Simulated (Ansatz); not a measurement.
A run of Ansatz (development build ahead of 0.2.0) on doublet SiC(-) at this shape:

```yaml
atoms:
  - { symbol: Si, position_ang: [0.0000, 0.0000, -0.9039] }
  - { symbol: C, position_ang: [0.0000, 0.0000, 0.9039] }
```

Its results:

```json
{"Converged": "yes", "Reference energy": "-326.48637 hartree", "Correlation energy": "-0.19576 hartree", "Total energy": "-326.68213 hartree", "Spin squared of the determinant": "0.750", "Stability test": "minimum among restricted orbitals", "Occupied orbitals by symmetry in an Abelian subgroup (alpha; beta)": "7 A1 2 B1 2 B2; 7 A1 1 B1 2 B2"}
```

Messages of the program:
```
mean field -8884.14674882 eV, -326.4863711281 hartree, gradient 7.8e-7 eV, S^2 0.750000; 13 other ends of a descent, 0 dependent functions left out
with unlike orbitals of the spins -8885.27748304 eV, -326.5279248445 hartree, S^2 2.0683
```

Problem. Which input gives this output? Name the method, the orbitals and the basis set, and write the input.

Solution. ROHF-MP2 in def2-SVP.

```yaml
crystal:
  periodic: [false, false, false]
  atoms:
    - { symbol: Si, position_ang: [0.0, 0.0, -0.90388] }
    - { symbol: C, position_ang: [0.0, 0.0, 0.90388] }
basis:
  gaussian: { orbitals: def2-SVP }
total_charge: -1
magnetization:
  initial_magnetization: 1
hamiltonian:
  xc: hf
correlation:
  method: mp2
  frozen_orbitals: { C: 1, Si: 5 }
```

Caution: this determinant is likely not that of the ground state; no diffuse functions for an anion; an unrestricted determinant lies well below; the determinant may break the point group.
